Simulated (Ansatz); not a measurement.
Geometry optimisation, RHF/def2-mTZVP in Ansatz.

The input (input.yaml):

```yaml
crystal:
  periodic: [false, false, false]
  atoms:
    - { symbol: Si, position_ang: [0.387506, -0.167154, -1.216488] }
    - { symbol: H, position_ang: [0.560814, 0.040369, 1.434221] }
    - { symbol: H, position_ang: [1.085277, 0.48093, 1.270821] }
    - { symbol: O, position_ang: [-0.795635, 0.956669, -1.314259] }
    - { symbol: Si, position_ang: [-2.341157, 1.36869, -0.954905] }
    - { symbol: H, position_ang: [-2.812808, 0.62798, 0.231053] }
    - { symbol: H, position_ang: [-2.388625, 2.813331, -0.675086] }
    - { symbol: H, position_ang: [-3.210407, 1.063254, -2.104799] }
    - { symbol: H, position_ang: [-0.383165, -1.251168, -0.466059] }
basis:
  gaussian: { orbitals: def2-mTZVP }
hamiltonian:
  xc: hf
relax:
  f_tol: 0.03
  max_steps: 50
```

Command:

```bash
$ ansatz run input.yaml --threads 2 --pin off --max-ram 3072MiB --backend cpu --events-out ev --progress --plain --runs-dir out
```

Question: Where does it end, and by what steps?

Answer: The forces met the threshold. The force dipped under the threshold on the way, but the program's further checks kept it going. After 16 steps the energy has fallen by 0.089 eV; H2 moved furthest, 0.70 Å.

```json
{"step": "0", "energy less start (eV)": "0.0000", "largest force component (eV/Å)": "0.928", "accepted": "yes"}
{"step": "1", "energy less start (eV)": "-0.0611", "largest force component (eV/Å)": "0.129", "accepted": "yes"}
{"step": "2", "energy less start (eV)": "-0.0749", "largest force component (eV/Å)": "0.089", "accepted": "yes"}
{"step": "3", "energy less start (eV)": "-0.0705", "largest force component (eV/Å)": "0.354", "accepted": "no"}
{"step": "4", "energy less start (eV)": "-0.0817", "largest force component (eV/Å)": "0.023", "accepted": "yes"}
{"step": "5", "energy less start (eV)": "-0.0846", "largest force component (eV/Å)": "0.052", "accepted": "yes"}
{"step": "6", "energy less start (eV)": "-0.0861", "largest force component (eV/Å)": "0.074", "accepted": "yes"}
{"step": "7", "energy less start (eV)": "-0.0868", "largest force component (eV/Å)": "0.055", "accepted": "yes"}
{"step": "8", "energy less start (eV)": "-0.0873", "largest force component (eV/Å)": "0.033", "accepted": "yes"}
{"step": "9", "energy less start (eV)": "-0.0875", "largest force component (eV/Å)": "0.039", "accepted": "yes"}
{"step": "10", "energy less start (eV)": "-0.0878", "largest force component (eV/Å)": "0.033", "accepted": "yes"}
{"step": "11", "energy less start (eV)": "-0.0881", "largest force component (eV/Å)": "0.036", "accepted": "yes"}
{"step": "12", "energy less start (eV)": "-0.0883", "largest force component (eV/Å)": "0.039", "accepted": "yes"}
{"step": "13", "energy less start (eV)": "-0.0886", "largest force component (eV/Å)": "0.039", "accepted": "yes"}
{"step": "14", "energy less start (eV)": "-0.0888", "largest force component (eV/Å)": "0.043", "accepted": "yes"}
{"step": "15", "energy less start (eV)": "-0.0889", "largest force component (eV/Å)": "0.043", "accepted": "yes"}
{"step": "16", "energy less start (eV)": "-0.0891", "largest force component (eV/Å)": "0.020", "accepted": "yes"}
```

```xyz
9
Properties=species:S:1:pos:R:3
Si 0.180 -0.365 -1.636
H 0.918 0.219 2.006
H 1.337 0.788 1.813
O -0.967 0.797 -1.624
Si -2.402 1.334 -1.050
H -2.945 0.379 -0.066
H -2.203 2.644 -0.411
H -3.346 1.474 -2.171
H -0.470 -1.337 -0.656
```

Whether the end is a true minimum wasn't checked by a vibrational analysis.

The run took 10 s on 2 threads of Arm Neoverse V2, with other jobs on the host, peak memory 0.14 GiB.
